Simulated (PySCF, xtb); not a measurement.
CH₃O, SMILES C=[OH+], charge +1.

GFN2-xTB (xtb) at its own geometry gives an orbital gap of 3.86 eV.

Geometry optimised at B3LYP-D3(BJ)/def2-TZVP. The isomer is the one that the SMILES or the coordinates give; other isomers of the formula were not compared.

Problem. What does ωB97X/def2-TZVPD in PySCF give? (An estimate is asked for; the answer gives what the named calculation found.)

Solution. gap 13.62 eV (levels -21.08 and -7.46 eV).
